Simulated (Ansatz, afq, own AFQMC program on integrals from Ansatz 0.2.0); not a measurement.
**BN, triplet: AFQMC among the cluster methods**

```xyz
2

B     0.0000    0.0000    0.0000
N     0.0000    0.0000    1.2615
```

Basis aug-cc-pVTZ. Noble-gas cores (and the filled d shells of Ga–Kr and In–Xe) are frozen. AFQMC by an in-house program on the Cholesky factors that Ansatz 0.2.0 writes for its CCSD(T) run. The CISD trial takes its coefficients from CCSD amplitudes. Released means that phaseless walkers are propagated on without the constraint, phases kept. Free AFQMC starts from the CCSD state and is never constrained. Its projection time is finite, and what remains of the start isn't in its error. Uncertainties: one standard error, sampling alone.

Determinant: UHF, the one that the program's search chose, which needn't be the lowest solution. The geometry is a PBE0/def2-TZVP stationary point of this or a neighbouring charge and spin state.

No full CI on the walks' own integrals is used here; CCSDT(Q) serves as the reference and is uncertain by about the last step of the cluster series.

Cautions: another spin lies lower; the released energies move by 1.5 errors or more from one time to the next, so no released level is given (meV from the phaseless value at times in 1/Eh: -12 ± 6 at 0.24, -28 ± 4 at 0.51, -37 ± 5 at 0.99, -29 ± 9 at 1.62, -55 ± 10 at 2.40), though the last usable value meets CCSDT(Q) within the noise.

The T1 diagnostic is 0.0357, the weight of the determinant in the CISD state is 0.891 and the ⟨S²⟩ of the determinant is 2.031. The size of the correlated space is 8 electrons in 90 orbitals.

```
  level  correlation energy (eV)
    MP2                  -5.9648
   CCSD                  -6.4598
CCSD(T)                  -6.7836
```

Task: Estimate where phaseless AFQMC with the Hartree–Fock trial lies against CCSD(T) on the same integrals.

Result: 2.95 ± 1.02 mEh above CCSD(T).

Reference: CCSDT(Q), correlation energy -6.844 eV.

```json
{"level": "CCSD(T)", "E − E(reference) (mEh)": "2.21", "share of correlation (%)": "99.12"}
{"level": "CCSDT", "E − E(reference) (mEh)": "0.91", "share of correlation (%)": "99.64"}
{"level": "ph-AFQMC/HF", "E − E(reference) (mEh)": "5.16 ± 1.02", "share of correlation (%)": "97.95"}
{"level": "ph-AFQMC/CISD", "E − E(reference) (mEh)": "1.78 ± 0.22", "share of correlation (%)": "99.29"}
{"level": "free AFQMC", "E − E(reference) (mEh)": "-0.32 ± 0.72", "share of correlation (%)": "100.13"}
```

Free projections are given only where their last times agree within the noise and don't stop above the reference; a slow remainder of the start can still hide under it. A walk keeps the symmetry of its determinant, which the program's search chose and which needn't be the lowest solution, so a lower state of the same spin and another symmetry isn't excluded.
